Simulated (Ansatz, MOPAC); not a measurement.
Species: C₄H₅, net charge 0, doublet state. SMILES: C([CH2])#CC

Atoms: C1, C2, C3, C4, H5, H6, H7, H8, H9. Bonds: C1-C2, C1-H5, C1-H6, C2-C3, C3-C4, C4-H7, C4-H8, C4-H9.

Bond lengths (Å) and angles (degrees) optimised at AM1 with MOPAC; MNDO with MOPAC; HF/STO-3G with Ansatz (an electronic-structure program); HF/3-21G with Ansatz; B3LYP/6-31G* with Ansatz; MP2/6-31G* with Ansatz, each started from the B3LYP-D3(BJ)/def2-TZVP structure (Ansatz) of the last column. A row stands for all coordinates that are equal there; 9 of 14 kinds are shown. 6-31G* holds six Cartesian d functions. No wavenumbers were computed at MNDO, HF/STO-3G, MP2/6-31G*, so these may be saddle points.

| coordinate | AM1 | MNDO | HF/STO-3G | HF/3-21G | B3LYP/6-31G* | MP2/6-31G* | B3LYP-D3(BJ)/def2-TZVP |
|---|---|---|---|---|---|---|---|
| C1-C2 | 1.360 | 1.377 | 1.401 | 1.378 | 1.370 | 1.394 | 1.365 |
| C1-H5 | 1.095 | 1.085 | 1.083 | 1.073 | 1.086 | 1.082 | 1.082 |
| C2-C3 | 1.218 | 1.219 | 1.211 | 1.218 | 1.231 | 1.203 | 1.222 |
| C3-C4 | 1.421 | 1.441 | 1.485 | 1.469 | 1.457 | 1.459 | 1.450 |
| C4-H7 | 1.122 | 1.112 | 1.089 | 1.085 | 1.099 | 1.094 | 1.095 |
| C4-H8 | 1.122 | 1.112 | 1.089 | 1.084 | 1.097 | 1.093 | 1.093 |
| C1-C2-C3 | 180.0 | 180.0 | 179.9 | 180.0 | 179.9 | 179.9 | 179.9 |
| C2-C3-C4 | 180.0 | 180.0 | 179.8 | 179.8 | 179.4 | 179.7 | 179.4 |
| C2-C1-H5 | 120.9 | 121.5 | 121.2 | 120.8 | 121.2 | 120.9 | 121.0 |

Mean signed difference of all 8 bond lengths from B3LYP-D3(BJ)/def2-TZVP: AM1 0.009 Å, MNDO 0.008 Å, HF/STO-3G 0.006 Å, HF/3-21G -0.002 Å, B3LYP/6-31G* 0.005 Å, MP2/6-31G* 0.002 Å.
